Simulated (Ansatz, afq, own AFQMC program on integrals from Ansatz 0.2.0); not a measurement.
**Be2H2, singlet in cc-pVDZ, levels against full CI**

```csv
atom,x (Å),y (Å),z (Å)
Be,0.0000,0.0000,0.9254
Be,0.0000,0.0000,-0.9254
H,0.0000,0.0000,2.1098
H,0.0000,0.0000,-2.1098
```

Connectivity, by distances: BeH–BeH.

Basis cc-pVDZ. Only valence electrons are correlated. Integrals, coupled cluster, full CI and functionals: Ansatz 0.2.0; the random walks run on the same integrals in our own AFQMC program. The CISD trial takes its coefficients from CCSD amplitudes. Released means that phaseless walkers are propagated on without the constraint, phases kept. Error bars are statistical, one sigma.

Determinant: RHF, the one that the program's search chose, which needn't be the lowest solution. The geometry is a point of a scan.

Full CI on the same integrals is exact in this basis and with this determinant's frozen core.

* T1 diagnostic: 0.0062
* weight of the determinant in the CISD state: 0.916
* size of the correlated space: 6 electrons in 36 orbitals

```csv
level,correlation energy (eV)
MP2,-2.1820
CCSD,-2.9802
CCSD(T),-3.0161
```

Question: Estimate where phaseless AFQMC with a CISD trial lies against CCSD(T) on the same integrals.

Answer: 1.1 ± 0.3 kJ/mol below CCSD(T).

Reference: full CI, correlation energy -3.029 eV. The released energy is read at 2.40 1/Eh (meV from the phaseless value at times in 1/Eh: 1 ± 5 at 0.24, 1 ± 4 at 0.51, 1 ± 4 at 0.99, -5 ± 4 at 1.62, -3 ± 4 at 2.40).

```csv
level,E − E(reference) (kJ/mol),share of correlation (%)
CCSD(T),1.3,99.56
CCSDT,0.1,99.95
CCSDT(Q),0.0,99.99
ph-AFQMC/CISD,0.1 ± 0.3,99.95
released AFQMC,-0.2 ± 0.3,100.06
```

CCSDT and higher add their correlation energy to the determinant of the CCSD(T) run, since their own runs factorise the integrals more tightly (a shift of under 2 meV). A walk keeps the symmetry of its determinant, which the program's search chose and which needn't be the lowest solution, so a lower state of the same spin and another symmetry isn't excluded. Released energies are given only where the last usable release times agree within the noise; a slower fall can still hide under it.
